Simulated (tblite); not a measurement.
Compound: C₃H₆N (doublet state).
SMILES with atom numbers: `[NH2:1][C@H:2]1[CH:3][CH2:4]1` (hydrogens: H5, H6 on N1; H7 on C2; H8 on C3; H9, H10 on C4)

Computed with GFN2-xTB (tblite), gas phase: L-BFGS steps from a force-field or distance-geometry start until the largest atomic force falls under 0.01 eV/Å.

Geometry at step 8:
```
atom  x, y, z in Å
N1      1.4536   -0.3091   -0.0094
C2      0.1860   -0.0267    0.6182
C3     -0.7437    0.9864    0.0945
C4     -1.0779   -0.4244   -0.1323
H5      2.1102    0.4607    0.0652
H6      1.2937   -0.4892   -0.9948
H7      0.2150   -0.2151    1.6890
H8     -0.5915    1.7648   -0.6297
H9     -0.9708   -0.8241   -1.1456
H10    -1.8659   -0.9185    0.4225
```

**Question.** Give the atomic forces at this geometry.

**Answer.** 
```
atom  Fx (eV/Å)  Fy (eV/Å)  Fz (eV/Å)
  N1     -0.165      0.084     -0.012
  C2     -0.050     -0.103     -0.078
  C3      0.058     -0.091     -0.005
  C4      0.078     -0.034     -0.096
  H5      0.000      0.005      0.124
  H6      0.123      0.049     -0.071
  H7      0.009      0.021     -0.091
  H8      0.004     -0.092      0.015
  H9     -0.103      0.027      0.196
 H10      0.047      0.134      0.017
```

The largest, 0.22 eV/Å, acts on H9; the rms over all components is 0.083 eV/Å. The forces sum to zero within rounding, as they must for an isolated molecule in no field.

**Question.** Give the force on H9 in Eh/bohr and in nN.

**Answer.** 0.223 eV/Å ÷ 51.422 = 0.00434 Eh/bohr, and 0.223 eV/Å × 1.602 = 0.36 nN.

**Question.** How far is this geometry from the end of the optimisation?

**Answer.** 0.081 eV above it, and 0.253 Å rms away after alignment. The bonds farthest from their final lengths, with half the difference of the two atoms' forces along the bond (positive lengthens):

```
  bond  now (Å)  final (Å)  force along bond (eV/Å)
 C4–H9    1.095      1.085                    -0.16
 N1–C2    1.442      1.433                    -0.08
 C2–C3    1.471      1.466                    -0.04
 C2–H7    1.088      1.084                    -0.02
 C2–C4    1.523      1.527                    -0.06
C4–H10    1.083      1.081                     0.00
```

The angle farthest from its final value is C2–C3–H8, 130.5° against 126.6°.

The cost below is that of the whole relaxation. The run took 0.16 s of wall time on one thread of an Arm Neoverse V1 (shared host).
